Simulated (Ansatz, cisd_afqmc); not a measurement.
Species: Si2, charge 0, triplet. Si2 (SMILES [Si]=[Si], triplet).
B3LYP-D3(BJ)/def2-TZVP minimum from Ansatz (a first-principles code):
```xyz
2

Si     0.0000     0.0000    -1.1339
Si     0.0000     0.0000     1.1339
```
Charge 0, spin multiplicity 3.

Total energies in cc-pV(T+d)Z, 8 correlated electrons, 10 frozen orbitals. Open shells are spin-unrestricted; no spin-orbit coupling. Correlated methods leave the cores frozen. No relativity. The Monte Carlo rows (phaseless AFQMC, CISD trial, step 0.005/hartree) carry one-sigma bars that omit the constraint's bias. Outlying blocks are dropped, and bars are widened where a walk drifts. Over all cases where full CI ran beside it in this data, AFQMC minus full CI had a median of +0.1 mEh and passed +0.4 mEh in a tenth of the cases.

```csv
method,program,energy (Eh),minus CCSDT(Q) (mEh)
HF,Ansatz,-577.77908,203.41
MP2,Ansatz,-577.93685,45.63
CCSD,Ansatz,-577.96830,14.18
CCSD(T),Ansatz,-577.97969,2.80
CCSDT(Q),Ansatz,-577.98249,0.00
AFQMC/CISD,cisd_afqmc,-577.9801 ± 0.0002,2.4 ± 0.2
```

Rough core times of Ansatz's runs on a shared machine: CCSD(T) 70 s, CCSDT(Q) 3 min.
